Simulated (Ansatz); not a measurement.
# ClH₂OSi+ (SMILES O[SiH+]Cl): one structure at several levels

A test off equilibrium: a structure displaced at random from a GFN2-xTB minimum is computed at several levels, and each is set against CCSD(T).

The runs use Ansatz 0.2.0, Gaussian basis; single points in def2-TZVPP.

Cores are frozen in the correlated methods.

## (1) Starting geometry

SMILES `O[SiH+]Cl`, 5 atoms, charge 1, spin multiplicity 1.

Atoms are counted from 1 here; the program's logs count them from 0.

Bond lengths: O1–Si2 1.469 Å, O1–H4 1.088 Å, Si2–Cl3 1.940 Å, Si2–H5 1.243 Å. Angles: Si2–O1–H4 148.6°, O1–Si2–Cl3 123.8°, O1–Si2–H5 101.3°, Cl3–Si2–H5 134.9°.

Geometry (Å):

```xyz
5
ClH2OSi
O    -0.7824   -0.3409   -0.5607
Si    0.2137    0.3815    0.2409
Cl    1.5653   -0.4910    1.3251
H    -1.2141   -1.2905   -0.8685
H    -0.0633    1.5619   -0.0342
```

## (2) CCSD(T)/def2-TZVPP

Contents of run/in.yaml:

```yaml
crystal:
  periodic: [false, false, false]
  atoms:
    - {symbol: O, position_ang: [-0.782400, -0.340900, -0.560700]}
    - {symbol: Si, position_ang: [0.213700, 0.381500, 0.240900]}
    - {symbol: Cl, position_ang: [1.565300, -0.491000, 1.325100]}
    - {symbol: H, position_ang: [-1.214100, -1.290500, -0.868500]}
    - {symbol: H, position_ang: [-0.063300, 1.561900, -0.034200]}
basis:
  gaussian: {orbitals: def2-TZVPP}
total_charge: 1
correlation: {method: ccsd_t}
output: {forces: true}
```

The command line of these runs was not kept.

## (3) PBE0-D4/def2-TZVPP

Changes to run/in.yaml since step 2:

```diff
@@ -11,3 +11,3 @@
 total_charge: 1
-correlation: {method: ccsd_t}
-output: {forces: true}
+hamiltonian: {xc: pbe0, dispersion: d4}
+output: {forces: true, orbitals: {seedname: orbitals}}
```

## (4) wB97M-V/def2-TZVPP

Changes to run/in.yaml since step 3:

```diff
@@ -11,3 +11,3 @@
 total_charge: 1
-hamiltonian: {xc: pbe0, dispersion: d4}
-output: {forces: true, orbitals: {seedname: orbitals}}
+hamiltonian: {xc: {name: wB97M-V}}
+output: {forces: true}
```

## (5) r2SCAN-D4/def2-TZVPP

Changes to run/in.yaml since step 4:

```diff
@@ -11,3 +11,3 @@
 total_charge: 1
-hamiltonian: {xc: {name: wB97M-V}}
+hamiltonian: {xc: r2scan, dispersion: d4}
 output: {forces: true}
```

## (6) PBE-D4/def2-TZVPP

Changes to run/in.yaml since step 5:

```diff
@@ -11,3 +11,3 @@
 total_charge: 1
-hamiltonian: {xc: r2scan, dispersion: d4}
+hamiltonian: {xc: pbe, dispersion: d4}
 output: {forces: true}
```

## (7) BLYP-D4/def2-TZVPP

Changes to run/in.yaml since step 6:

```diff
@@ -11,3 +11,3 @@
 total_charge: 1
-hamiltonian: {xc: pbe, dispersion: d4}
+hamiltonian: {xc: {name: BLYP}, dispersion: d4}
 output: {forces: true}
```

## (8) SPW92/def2-TZVPP

Changes to run/in.yaml since step 7:

```diff
@@ -11,3 +11,3 @@
 total_charge: 1
-hamiltonian: {xc: {name: BLYP}, dispersion: d4}
+hamiltonian: {xc: lda}
 output: {forces: true}
```

(Steps that only read results are left out.)

Q: Predict the outcome of this session. Wanted: energy less free atoms, CCSD(T)/def2-TZVPP; RMS force component; RMS force error; HOMO and LUMO, PBE0-D4; T1 diagnostic.

**Answer**, as computed:

| quantity | value |
| --- | --- |
| energy less free atoms, CCSD(T)/def2-TZVPP | -719.3 kJ/mol |
| RMS force component | 3.652 to 3.804 eV/Å over the methods |
| RMS force error | PBE0-D4 0.124, wB97M-V 0.089, r2SCAN-D4 0.104, PBE-D4 0.210, BLYP-D4 0.260, SPW92 0.345 eV/Å |
| HOMO and LUMO, PBE0-D4 | -16.10 and -7.77 eV |
| T1 diagnostic | 0.013 |

Against CCSD(T) the functionals' energies less atoms differ by -300.9 to -25.8 kJ/mol, PBE-D4 by -64.2 kJ/mol. A larger basis would deepen the CCSD(T) value, while the functionals are nearly converged already, so the order here is not reliable. The forces of wB97M-V come nearest to CCSD(T), those of SPW92 are farthest. Frozen-core CCSD(T) forces in triple zeta carry basis errors of their own, and this is one geometry, so small gaps rank nothing.
